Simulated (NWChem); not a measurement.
Species: silicon monoxide (SiO, singlet); SMILES O=[Si]

```xyz
2

Si     0.0000     0.0000     0.5559
O      0.0000     0.0000    -0.9674
```
Atoms are numbered in this order, from 1.

Computed with NWChem. Geometry optimised at PBE0/def2-SVP; all other runs use it. Low-valent species are run as closed-shell singlets; no triplet was tried in these runs.

| quantity | level | value |
|---|---|---|
| −ε(HOMO) (eV) | PBE/def2-SVP | [?] |
| solvation free energy (kcal/mol) in n-hexane | PBE0/def2-SVP, SMD | -2.9 |
| isotropic polarisability (bohr³), static | PBE/def2-SVPD | [?] |
| vertical, lowest excitation, singlet (eV) | PBE/def2-SVPD, TDA | 5.29 |
| dipole (D) | PBE0/def2-SVP | [?] |
| highest harmonic frequency (cm⁻¹) | PBE0/def2-SVP | 1261 |

### Question
Complete the blanks.

### Answer

- −ε(HOMO) (eV), value: 7.26
- isotropic polarisability (bohr³), static, value: 30.3
- dipole (D), value: 2.70
